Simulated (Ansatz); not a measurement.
Input file:

```yaml
crystal:
  periodic: [false, false, false]
  atoms:
    - {symbol: Ga, position_ang: [-0.000101, -0.376720, 2.227779]}
    - {symbol: Al, position_ang: [-0.001767, -0.246394, -0.406627]}
    - {symbol: P, position_ang: [0.000312, -0.398005, -2.579296]}
    - {symbol: H, position_ang: [0.001556, 1.021119, 0.758143]}
basis:
  gaussian: {orbitals: cc-pVDZ}
magnetization: {spin_polarized: true, initial_magnetization: 4}
correlation: {method: ccsd, electrons: outside_noble_gas, diis_vectors: 4}
accuracy: high
```

```sh
$ ansatz run in.yaml --threads 1 --pin off --events-out ev --progress --plain --max-ram 2393MiB
```

Task: Roughly how long does this take on 1 thread of Arm Neoverse N1, shared host, and how much host memory?

Result: 34 s wall and 0.25 GiB.

```
1394 factors; integrals over basis functions are off by at most 4.4e-9 eV
mean field evaluation 1: about -68200.6812 eV, gradient 7.3e0 eV
mean field evaluation 2: about -68200.6920 eV, gradient 7.3e0 eV
mean field evaluation 4: about -68201.9045 eV, gradient 1.5e0 eV
mean field evaluation 8: about -68202.0160 eV, gradient 2.2e-1 eV
mean field evaluation 16: about -68202.0209 eV, gradient 2.4e-8 eV
mean field evaluation 32: about -68202.0108 eV, gradient 4.5e-1 eV
mean field evaluation 64: about -68199.5954 eV, gradient 9.4e-1 eV
mean field evaluation 96: about -68200.0086 eV, gradient 8.1e-2 eV
mean field -68202.02087432 eV, -2506.3780381413 hartree, gradient 2.4e-8 eV, S^2 6.046737; 7 other end points of the search recorded, 0 dependent functions left out
determinant -68202.02087432 eV, -2506.3780381413 hartree, with singles and doubles -68207.77392348 eV, -2506.5894587981 hartree
determinant -68200.02783659 eV, -2506.3047953554 hartree, with singles and doubles -68205.83721474 eV, -2506.5182860647 hartree
determinant -68200.01535270 eV, -2506.3043365811 hartree, with singles and doubles -68205.69573280 eV, -2506.5130866993 hartree
determinant -68199.59164493 eV, -2506.2887656076 hartree, with singles and doubles -68205.72746966 eV, -2506.5142530073 hartree
24 core orbitals not correlated: weight in the atoms' cores, before any rotation towards them, 0.999 or more for the frozen orbitals, at most 0.000 for the correlated occupied ones
reference -68202.02087432 eV, -2506.3780381413 hartree; 8, 4 occupied and 36, 40 virtual orbitals, 1394 factors
second order -4.54474822 eV of doubles, -0.00000000 eV of singles
cycle   1  -5.75310909 eV  change   -6.0e-5 eV  update   2.7e-3
cycle   2  -5.75380148 eV  change   -6.9e-4 eV  update   2.2e-3
...
cycle  19  -5.75477209 eV  change  -7.3e-10 eV  update   5.7e-8
cycle  20  -5.75477210 eV  change   -1.1e-8 eV  update   4.1e-8
cycle  21  -5.75477210 eV  change    2.7e-9 eV  update   3.1e-8
cycle  22  -5.75477211 eV  change   -8.0e-9 eV  update   9.1e-8
cycle  23  -5.75477212 eV  change   -7.1e-9 eV  update   3.0e-8
cycle  24  -5.75477211 eV  change    1.9e-9 eV  update   1.2e-8
cycle  25  -5.75477211 eV  change  -2.6e-10 eV  update   5.3e-9
cycle  26  -5.75477212 eV  change  -6.2e-10 eV  update   2.9e-9
cycle  27  -5.75477212 eV  change  -8.8e-10 eV  update   1.6e-9
cycle  28  -5.75477212 eV  change  -6.1e-10 eV  update  9.6e-10
Total energy: -68207.77564644 eV, -2506.5895221159 hartree
```
